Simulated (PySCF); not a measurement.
# How methods differ on the ionisation energy of Be

Be [He] 2s2 (1S) → Be+ [He] 2s1 (2S), as a difference of total energies. Calculation: PySCF 2.14, in aug-cc-pCVDZ; no relativity, point nucleus. Correlated levels: valence and next inner shell: nothing frozen. The calculations carry no spin-orbit coupling.

| method | ionisation energy (eV) |
| --- | --- |
| UHF | 8.048 |
| MP2 (valence and next inner shell) | 8.777 |
| SCS-MP2 (valence and next inner shell) | 8.917 |
| CCSD (valence and next inner shell) | 9.266 |
| CCSD(T) (valence and next inner shell) | 9.272 |
| CCSDT (valence and next inner shell) | 9.273 |

Task: How much does correlation contribute at CCSD(T) (valence and next inner shell)?

Result: 9.272 − (8.048) = 1.224 eV, measured against UHF.

Errors of the correlated levels include the incompleteness of this basis.

For comparison: 9.323 eV (measured; NIST Atomic Spectra Database, ionization energies).
